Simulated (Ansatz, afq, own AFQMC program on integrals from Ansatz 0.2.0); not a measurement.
Two steps: Ansatz 0.2.0 writes the Fock matrix and Cholesky factors of the valence space, and afq projects on them the lowest state that overlaps trial and start.

```yaml
crystal:
  periodic: [false, false, false]
  atoms:
    - {symbol: Si, position_ang: [0.000000, -0.035961, 1.165412]}
    - {symbol: Al, position_ang: [0.000000, -0.011793, -1.224879]}
    - {symbol: H, position_ang: [0.000000, 1.317723, 0.315431]}
basis:
  gaussian: {orbitals: 6-31G}
magnetization: {spin_polarized: false}
correlation: {method: ccsd_t, electrons: outside_noble_gas, hamiltonian_folder: ham}
```

```sh
$ ansatz run in.yaml --threads 1 --pin off --events-out ev --progress --plain --max-ram 24576MiB --backend cuda --devices 0, --max-vram 18GiB
```

Options of the walk:

```
--method phaseless --trial hf --walkers 80 --populations 1 --least-time 40 --time-step 0.02 --steps-per-block 25 --equilibration-blocks 20 --max-blocks 40 --target-error 0.00068 --factor-cut 0.0001 --seed 1279 --taylor-order 6
```

Times are imaginary, in 1/Eh. The walk had a cap of 60 s.

Output of the walk:

```
orbitals 18  electrons 4 4  factors 97 of 310
reference energy -531.23026696 Eh
CCSD correlation -0.12216971 Eh in 15 cycles, weight of the determinant in the CISD state 0.7992
energy of the start -531.230267 Eh
 block  time / (1/Eh)  mean weight  energy / Eh
     1     0.500  1.0055  -531.265721
     2     1.000  1.0033  -531.294786
     3     1.500  1.0079  -531.310217
     4     2.000  1.0020  -531.324611
     5     2.500  0.9980  -531.323785
    11     5.500  1.0005  -531.333806
    17     8.500  1.0003  -531.326685
    19     9.500  1.0024  -531.322361
    23    11.500  1.0011  -531.331991
    29    14.500  0.9870  -531.381699
    31    15.500  0.9937  -531.471149
    35    17.500  1.0048  -531.346547
    41    20.500  0.9940  -531.346083
    47    23.500  1.0021  -531.341574
    53    26.500  1.0038  -531.341546
    59    29.500  1.0006  -531.362407
    60    30.000  0.9988  -531.364284
blocks merged  error / Eh  count
     1  0.004074  40
     2  0.004473  20
     4  0.005909  10
energy -531.360449 +/- 0.004473 Eh
(rows thinned)
```

The run failed at least one of its tests; the cautions name the faults.

Against this walk (error 121.7 meV) on the same determinant: CCSD(T) 68.0 meV higher (within the noise), CCSDT(Q) 18.6 meV higher (within the noise), CCSDTQ 17.7 meV higher (within the noise), full CI 15.5 meV higher (within the noise), a separate phaseless walk with a CISD trial and standard settings 68.0 ± 121.8 meV higher (within the noise). The error is statistical and leaves out the bias of the constraint. The determinant is a poor start (see the cautions), so the low cluster orders aren't to be relied on, and full CI is the sure value.

Cautions: constraint bias not in the error; error not settled; error above the target (121.7 against 18.5 meV); another spin lies lower (by 607 meV); restricted determinant unstable towards unrestricted (UHF 1.26 eV lower, ⟨S²⟩ 1.05); the search met a lower determinant of the same kind, perhaps of another symmetry (379 meV lower), and this one is a saddle point; strong correlation (T1 0.051, weight of the determinant 0.80, largest double 0.16); CCSDTQ on the UHF determinant differs (606 meV lower), perhaps since the unrestricted series falls towards higher spin; the bias of populations of 80 walkers isn't removed; the sampling time fell short of the least asked; the time-step error isn't removed.

The walk took 3.2 s on 1 × NVIDIA H100 80GB HBM3 with 2 threads of AMD EPYC 7R13 Processor (Zen 3) (shared host) (the card was shared). The log's last line is the phaseless energy.

CCSDT and higher add their correlation energy to the determinant of the CCSD(T) run, since their own runs factorise the integrals more tightly (a shift of under 2 meV). A walk keeps the symmetry of its determinant, which the program's search chose and which needn't be the lowest solution, so a lower state of the same spin and another symmetry isn't excluded.
